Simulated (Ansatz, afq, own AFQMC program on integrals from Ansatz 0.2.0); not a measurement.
**BSiH2, sextet in cc-pVTZ, levels against CCSDT(Q)**

```xyz
4

Si    0.0000   -0.0471    0.5518
B     0.0000   -0.0605   -1.3633
H     0.0000    1.1711    1.4474
H     0.0000    0.7893   -2.2001
```

Connectivity, by distances: SiH–BH.

Basis cc-pVTZ. Noble-gas cores (and the filled d shells of Ga–Kr and In–Xe) are frozen. Integrals, coupled cluster, full CI and functionals: Ansatz 0.2.0; the random walks run on the same integrals in our own AFQMC program. The CISD trial takes its coefficients from CCSD amplitudes. Released means that phaseless walkers are propagated on without the constraint, phases kept. ± is one standard error of the sampling.

Determinant: UHF, the one that the program's search chose, which needn't be the lowest solution. The geometry is a PBE0/def2-TZVP stationary point of this or a neighbouring charge and spin state.

No full CI on the walks' own integrals is used here; CCSDT(Q) serves as the reference and is uncertain by about the last step of the cluster series.

Cautions: another spin lies lower (by 5.62 eV); raised T1 diagnostic (T1 0.047, weight of the determinant 0.86, largest double 0.06).

The T1 diagnostic is 0.0471. The weight of the determinant in the CISD state is 0.859. The ⟨S²⟩ of the determinant is 8.762. The size of the correlated space is 9 electrons in 86 orbitals.

Reference: CCSDT(Q), correlation energy -4.927 eV. The released energy is read at 2.40 1/Eh (meV from the phaseless value at times in 1/Eh: -9 ± 4 at 0.24, -12 ± 4 at 0.51, -17 ± 5 at 0.99, -26 ± 5 at 1.62, -15 ± 6 at 2.40).

| level | E − E(reference) (mEh) | share of correlation (%) |
| --- | --- | --- |
| HF | 181.05 | 0.00 |
| MP2 | 44.86 | 75.22 |
| CCSD | 9.85 | 94.56 |
| CCSD(T) | 2.18 | 98.80 |
| CCSDT | 0.36 | 99.80 |
| ph-AFQMC/CISD | 1.02 ± 0.16 | 99.44 |
| released AFQMC | 0.48 ± 0.23 | 99.74 |

A walk keeps the symmetry of its determinant, which the program's search chose and which needn't be the lowest solution, so a lower state of the same spin and another symmetry isn't excluded. Released energies are given only where the last usable release times agree within the noise; a slower fall can still hide under it.
